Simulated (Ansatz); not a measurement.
Ansatz (a quantum-chemistry and plane-wave program) input file for methoxyethane (C3H8O), SMILES CCOC, B3LYP-D3(BJ)/def2-SVP. 

Ansatz 0.2 input:
```yaml
crystal:
  periodic: [false, false, false]
  atoms:
    - {symbol: C, position_ang: [1.46410876, 0.58091144, 0.40645642]}
    - {symbol: C, position_ang: [0.65871505, -0.59792546, -0.13800630]}
    - {symbol: O, position_ang: [-0.58104692, -0.23804274, -0.70481294]}
    - {symbol: C, position_ang: [-1.55407896, 0.16701972, 0.22389236]}
    - {symbol: H, position_ang: [2.45689338, 0.24116300, 0.68830208]}
    - {symbol: H, position_ang: [1.55684895, 1.34881631, -0.35754301]}
    - {symbol: H, position_ang: [0.98630111, 1.01293748, 1.28246857]}
    - {symbol: H, position_ang: [1.20777972, -1.07160863, -0.95606585]}
    - {symbol: H, position_ang: [0.50426242, -1.34203592, 0.65923699]}
    - {symbol: H, position_ang: [-1.30254296, 1.12357293, 0.69514933]}
    - {symbol: H, position_ang: [-1.69219845, -0.58888122, 1.00764187]}
    - {symbol: H, position_ang: [-2.48143794, 0.28034370, -0.33474133]}
basis:
  gaussian:
    orbitals: def2-SVP
hamiltonian:
  xc: b3lyp
  dispersion: d3bj
relax: {f_tol: 0.002, max_steps: 200}
```

Output:

```
WARN ansatz: RAYON_NUM_THREADS=1 ignored (pool sized by the plan → 1); use --threads N
Functional definition: B3LYP
integrals: 0.05 GiB planned
1077 factors; integrals over basis functions are off by at most 2.7e-4 eV
mean field: 0.34 GiB planned
mean field evaluation 1: about -5277.4973 eV, gradient 5.3e1 eV
mean field evaluation 2: about -5275.0536 eV, gradient 6.2e1 eV
mean field evaluation 4: about -5284.3332 eV, gradient 3.2e0 eV
mean field evaluation 8: about -5284.3781 eV, gradient 1.3e-1 eV
mean field evaluation 16: about -5284.3781 eV, gradient 1.3e-5 eV
mean field -5284.37813737 eV, -194.1973146681 hartree, gradient 1.3e-5 eV, S^2 0.000000; 0 other end points of the search recorded, 0 dependent functions left out
the calculation of the forces begins
reference -5284.37835036 eV, -194.1973224953 hartree; 17, 17 occupied and 79, 79 virtual orbitals, 1077 factors
relax step   1: F+E_penalty+E_count = -5284.69111395 eV  Δ(F+E_penalty+E_count) = +0.000e0 eV  max|allowed force component| = 4.849e-1 eV/Å  Δτ_max = 0.0000 Å  (25 SCF iters, accepted)
these checks for a lower state are left out or cut short: starts, cluster_reference, orbital_swaps, neighbouring_geometries, increment
integrals: 0.05 GiB planned
1077 factors; integrals over basis functions are off by at most 2.8e-4 eV
mean field: 0.34 GiB planned
mean field -5284.40481109 eV, -194.1982949095 hartree, gradient 8.5e-6 eV, S^2 0.000000; 0 other end points of the search recorded, 0 dependent functions left out
the calculation of the forces begins
reference -5284.40502432 eV, -194.1983027453 hartree; 17, 17 occupied and 79, 79 virtual orbitals, 1077 factors
relax step   2: F+E_penalty+E_count = -5284.71634703 eV  Δ(F+E_penalty+E_count) = -2.523e-2 eV  max|allowed force component| = 2.014e-1 eV/Å  Δτ_max = 0.0204 Å  (27 SCF iters, accepted)
these checks for a lower state are left out or cut short: starts, cluster_reference, orbital_swaps, neighbouring_geometries, increment
integrals: 0.05 GiB planned
1077 factors; integrals over basis functions are off by at most 2.8e-4 eV
mean field: 0.33 GiB planned
mean field -5284.40830337 eV, -194.1984232482 hartree, gradient 8.2e-6 eV, S^2 0.000000; 0 other end points of the search recorded, 0 dependent functions left out
the calculation of the forces begins
reference -5284.40851656 eV, -194.1984310830 hartree; 17, 17 occupied and 79, 79 virtual orbitals, 1077 factors
relax step   3: F+E_penalty+E_count = -5284.71928413 eV  Δ(F+E_penalty+E_count) = -2.937e-3 eV  max|allowed force component| = 6.666e-2 eV/Å  Δτ_max = 0.0215 Å  (27 SCF iters, accepted)
these checks for a lower state are left out or cut short: starts, cluster_reference, orbital_swaps, neighbouring_geometries, increment
integrals: 0.05 GiB planned
1077 factors; integrals over basis functions are off by at most 2.8e-4 eV
mean field: 0.33 GiB planned
mean field evaluation 32: about -5284.4077 eV, gradient 4.6e-1 eV
mean field -5284.40862642 eV, -194.1984351201 hartree, gradient 1.8e-5 eV, S^2 0.000000; 0 other end points of the search recorded, 0 dependent functions left out
the calculation of the forces begins
reference -5284.40883962 eV, -194.1984429550 hartree; 17, 17 occupied and 79, 79 virtual orbitals, 1077 factors
relax step   4: F+E_penalty+E_count = -5284.71953319 eV  Δ(F+E_penalty+E_count) = -2.491e-4 eV  max|allowed force component| = 1.926e-2 eV/Å  Δτ_max = 0.0110 Å  (21 SCF iters, accepted)
these checks for a lower state are left out or cut short: starts, cluster_reference, orbital_swaps, neighbouring_geometries, increment
integrals: 0.05 GiB planned
1077 factors; integrals over basis functions are off by at most 2.8e-4 eV
mean field: 0.33 GiB planned
mean field -5284.40867806 eV, -194.1984370178 hartree, gradient 8.0e-6 eV, S^2 0.000000; 0 other end points of the search recorded, 0 dependent functions left out
the calculation of the forces begins
reference -5284.40889123 eV, -194.1984448516 hartree; 17, 17 occupied and 79, 79 virtual orbitals, 1077 factors
relax step   5: F+E_penalty+E_count = -5284.71961551 eV  Δ(F+E_penalty+E_count) = -8.232e-5 eV  max|allowed force component| = 2.182e-2 eV/Å  Δτ_max = 0.0175 Å  (27 SCF iters, accepted)
these checks for a lower state are left out or cut short: starts, cluster_reference, orbital_swaps, neighbouring_geometries, increment
integrals: 0.05 GiB planned
1077 factors; integrals over basis functions are off by at most 2.8e-4 eV
mean field: 0.33 GiB planned
mean field -5284.40920710 eV, -194.1984564596 hartree, gradient 8.2e-6 eV, S^2 0.000000; 0 other end points of the search recorded, 0 dependent functions left out
the calculation of the forces begins
reference -5284.40942052 eV, -194.1984643026 hartree; 17, 17 occupied and 79, 79 virtual orbitals, 1077 factors
relax step   6: F+E_penalty+E_count = -5284.71975360 eV  Δ(F+E_penalty+E_count) = -1.381e-4 eV  max|allowed force component| = 2.026e-2 eV/Å  Δτ_max = 0.0163 Å  (27 SCF iters, accepted)
these checks for a lower state are left out or cut short: starts, cluster_reference, orbital_swaps, neighbouring_geometries, increment
integrals: 0.05 GiB planned
1077 factors; integrals over basis functions are off by at most 2.8e-4 eV
mean field: 0.33 GiB planned
mean field -5284.40928803 eV, -194.1984594339 hartree, gradient 1.5e-5 eV, S^2 0.000000; 0 other end points of the search recorded, 0 dependent functions left out
the calculation of the forces begins
reference -5284.40950155 eV, -194.1984672806 hartree; 17, 17 occupied and 79, 79 virtual orbitals, 1077 factors
relax step   7: F+E_penalty+E_count = -5284.71978140 eV  Δ(F+E_penalty+E_count) = -2.781e-5 eV  max|allowed force component| = 9.294e-3 eV/Å  Δτ_max = 0.0072 Å  (20 SCF iters, accepted)
these checks for a lower state are left out or cut short: starts, cluster_reference, orbital_swaps, neighbouring_geometries, increment
integrals: 0.05 GiB planned
1077 factors; integrals over basis functions are off by at most 2.8e-4 eV
mean field: 0.33 GiB planned
mean field -5284.40932685 eV, -194.1984608606 hartree, gradient 1.3e-5 eV, S^2 0.000000; 0 other end points of the search recorded, 0 dependent functions left out
the calculation of the forces begins
reference -5284.40954045 eV, -194.1984687102 hartree; 17, 17 occupied and 79, 79 virtual orbitals, 1077 factors
relax step   8: F+E_penalty+E_count = -5284.71978991 eV  Δ(F+E_penalty+E_count) = -8.509e-6 eV  max|allowed force component| = 1.500e-3 eV/Å  Δτ_max = 0.0065 Å  (20 SCF iters, accepted)
integrals: 0.05 GiB planned
1077 factors; integrals over basis functions are off by at most 2.8e-4 eV
mean field: 0.33 GiB planned
mean field evaluation 64: about -5284.4093 eV, gradient 1.3e-5 eV
mean field -5284.40932685 eV, -194.1984608606 hartree, gradient 1.3e-5 eV, S^2 0.000000; 1 other end points of the search recorded, 0 dependent functions left out
the calculation of the forces begins
reference -5284.40954045 eV, -194.1984687102 hartree; 17, 17 occupied and 79, 79 virtual orbitals, 1077 factors
Total energy: -5284.72000351 eV, -194.2098780172 hartree
Atom 0 at     1.476511     0.586415     0.388732 Å, force     0.000024     0.000172     0.000568 eV/Å
Atom 1 at     0.658268    -0.588026    -0.140038 Å, force    -0.000350     0.000753    -0.000877 eV/Å
Atom 2 at    -0.579816    -0.215529    -0.703785 Å, force     0.001500     0.000061     0.000234 eV/Å
Atom 3 at    -1.564607     0.150685     0.223814 Å, force    -0.000404     0.000221     0.000550 eV/Å
Atom 4 at     2.466182     0.240496     0.727872 Å, force    -0.000412     0.000583    -0.000109 eV/Å
Atom 5 at     1.623801     1.337310    -0.403419 Å, force    -0.000574    -0.000661     0.000254 eV/Å
Atom 6 at     0.988183     1.081184     1.242974 Å, force     0.000557    -0.000103    -0.000333 eV/Å
Atom 7 at     1.213695    -1.093194    -0.946705 Å, force    -0.000009    -0.000701     0.000256 eV/Å
Atom 8 at     0.502361    -1.336054     0.666372 Å, force    -0.000084    -0.000149    -0.000379 eV/Å
Atom 9 at    -1.317873     1.079110     0.775628 Å, force    -0.000430    -0.000863    -0.000521 eV/Å
Atom 10 at    -1.744719    -0.649117     0.972167 Å, force    -0.000346     0.000667    -0.000467 eV/Å
Atom 11 at    -2.498380     0.322990    -0.331635 Å, force     0.000529     0.000021     0.000824 eV/Å
Dipole moment:     0.055140     0.016041     0.252778 e Å
```

The run converged.
